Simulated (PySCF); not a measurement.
CH₄AlCl.
Bonds: C1–Al2, Al2–Cl3. Hydrogens: H4, H5, H6 on C1; H7 on Al2.

Computed, not measured: EOM-IP-CCSD/aug-cc-pVDZ in PySCF, restricted Hartree–Fock reference, 11 core orbitals frozen, non-relativistic, gas phase, PBE0-D3(BJ)/def2-SVP geometry.

Hartree–Fock orbital energies give these Koopmans values (eV): HOMO 11.31, HOMO-1 12.55, HOMO-2 12.75, HOMO-3 12.95, HOMO-4 14.99, HOMO-5 15.13, HOMO-6 15.59.

Question: What vertical ionisation energies does EOM-IP-CCSD give?

Answer: 
```
leading hole (HF orbital)  Koopmans (eV)  EOM-IP-CCSD (eV)  change (eV)  one-hole share
                     HOMO          11.31             10.64        -0.67            0.95
                   HOMO-1          12.55             11.87        -0.68            0.95
                   HOMO-2          12.75             11.99        -0.76            0.95
                   HOMO-3          12.95             12.26        -0.69            0.95
                   HOMO-4          14.99             14.18        -0.81            0.95
                   HOMO-5          15.13             14.29        -0.84            0.95
                   HOMO-6          15.59             14.74        -0.85            0.93
```

Question: Does the order of the lines follow the orbital energies?

Answer: Yes, no two lines change places. The corrections run from -0.85 to -0.67 eV, with a mean of -0.76 eV over the 7 lines; no line lies above its Koopmans value. Koopmans values leave out both the relaxation of the orbitals and the change in correlation energy.

Question: At what kinetic energies would He II light (40.81 eV) eject these electrons?

Answer: 30.17 eV (HOMO), 28.94 eV (HOMO-1), 28.82 eV (HOMO-2), 28.55 eV (HOMO-3), 26.63 eV (HOMO-4), 26.52 eV (HOMO-5), 26.07 eV (HOMO-6).

Question: What total energy has the lowest final state, and which wavelength reaches it?

Answer: E(CCSD) + ionisation energy = -742.10524 + 0.39092 = -741.71432 Eh, at the geometry of the initial state. The threshold wavelength is 1239.84 eV nm/10.64 eV = 116.5 nm.

Lines less than 0.15 eV apart could change places at a higher level. One root was sought for each valence orbital with −ε under 21 eV, eight at most, so deeper holes and satellites are missing; no vibrational structure.
